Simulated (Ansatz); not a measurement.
in.yaml

```yaml
crystal:
  periodic: [false, false, false]
  atoms:
    - {symbol: Br, position_ang: [-2.063965, 0.234988, 0.000000]}
    - {symbol: H, position_ang: [-0.251965, 0.234988, 0.000000]}
    - {symbol: O, position_ang: [1.032035, 0.234988, 0.000000]}
    - {symbol: H, position_ang: [1.283894, -0.704963, 0.000000]}
basis:
  gaussian: {orbitals: cc-pVDZ}
magnetization: {spin_polarized: true, initial_magnetization: 1}
correlation: {method: ccsd_t, electrons: outside_noble_gas}
output: {forces: true}
```

```sh
$ ansatz run in.yaml --threads 1 --pin off --events-out ev --progress --plain --max-ram 2393MiB
```

The program prints:

```
534 factors; integrals over basis functions are off by at most 1.8e-3 eV
mean field evaluation 1: about -72061.1053 eV, gradient 2.7e1 eV
mean field evaluation 2: about -72061.1147 eV, gradient 2.7e1 eV
mean field evaluation 4: about -72064.1501 eV, gradient 2.0e0 eV
mean field evaluation 8: about -72064.2419 eV, gradient 1.4e-1 eV
mean field evaluation 16: about -72062.5825 eV, gradient 2.1e1 eV
mean field evaluation 32: about -72064.2427 eV, gradient 1.3e-4 eV
mean field evaluation 64: about -72064.7088 eV, gradient 1.5e-1 eV
mean field evaluation 96: about -72064.2427 eV, gradient 2.8e-3 eV
mean field evaluation 128: about -72064.2367 eV, gradient 2.4e-2 eV
mean field evaluation 160: about -72064.2245 eV, gradient 1.3e-2 eV
mean field evaluation 192: about -72064.6228 eV, gradient 5.5e-2 eV
mean field evaluation 224: about -72064.2243 eV, gradient 2.0e-2 eV
mean field evaluation 256: about -72064.6230 eV, gradient 8.8e-4 eV
mean field evaluation 288: about -72064.2241 eV, gradient 4.1e-2 eV
mean field evaluation 320: about -72058.6695 eV, gradient 5.9e-1 eV
mean field evaluation 352: about -72064.6230 eV, gradient 5.3e-3 eV
mean field evaluation 384: about -72064.1253 eV, gradient 2.9e0 eV
mean field -72064.71143606 eV, -2648.3292980593 hartree, gradient 2.6e-6 eV, S^2 0.869116; 14 other end points of the search recorded, 0 dependent functions left out
determinant -72064.71143606 eV, -2648.3292980593 hartree, with singles and doubles -72073.68340358 eV, -2648.6590117844 hartree
determinant -72064.62298107 eV, -2648.3260473986 hartree, with singles and doubles -72073.09147749 eV, -2648.6372589017 hartree
determinant -72064.24271405 eV, -2648.3120728431 hartree, with singles and doubles -72073.33469567 eV, -2648.6461970048 hartree
determinant -72064.22447598 eV, -2648.3114026065 hartree, with singles and doubles -72073.30515311 eV, -2648.6451113360 hartree
determinant -72064.71143606 eV, -2648.3292980593 hartree, with singles and doubles -72073.68904491 eV, -2648.6592190994 hartree
determinant -72064.24271405 eV, -2648.3120728431 hartree, with singles and doubles -72073.34996728 eV, -2648.6467582264 hartree
determinant -72064.22447598 eV, -2648.3114026065 hartree, with singles and doubles -72073.30292646 eV, -2648.6450295080 hartree
15 core orbitals not correlated: weight in the atoms' cores, before any rotation towards them, 1.000 or more for the frozen orbitals, at most 0.000 for the correlated occupied ones
reference -72064.71143606 eV, -2648.3292980593 hartree; 8, 7 occupied and 28, 29 virtual orbitals, 534 factors
second order -8.07904363 eV of doubles, -0.00000000 eV of singles
cycle   1  -8.97761153 eV  change   -2.7e-6 eV  update   2.6e-6
cycle   2  -8.97761272 eV  change   -1.2e-6 eV  update   1.6e-6
cycle   3  -8.97761391 eV  change   -1.2e-6 eV  update   8.1e-7
cycle   4  -8.97761495 eV  change   -1.0e-6 eV  update   3.5e-7
perturbative correction -0.17601749 eV, -0.0064685233 hartree
the calculation of the forces begins
Total energy: -72073.86506849 eV, -2648.6656878467 hartree
Atom 0 at    -2.063965     0.234988     0.000000 Å, force     0.622324    -0.094248     0.000000 eV/Å
Atom 1 at    -0.251965     0.234988     0.000000 Å, force     2.885297    -0.100241    -0.000000 eV/Å
Atom 2 at     1.032035     0.234988     0.000000 Å, force    -3.129963     0.454650     0.000000 eV/Å
Atom 3 at     1.283894    -0.704963     0.000000 Å, force    -0.377658    -0.260161     0.000000 eV/Å
Dipole moment:     0.040013    -0.315647     0.000000 e Å
```

Forces (eV/Å):
```
Br   0.622 -0.094  0.000
H    2.885 -0.100  0.000
O   -3.130  0.455  0.000
H   -0.378 -0.260  0.000
```

For the same geometry and basis UCCSDT(Q) lies 47.0 meV lower.

Ran on 1 thread of Arm Neoverse V1, shared host: 16 s wall, 0.17 GiB peak host memory.
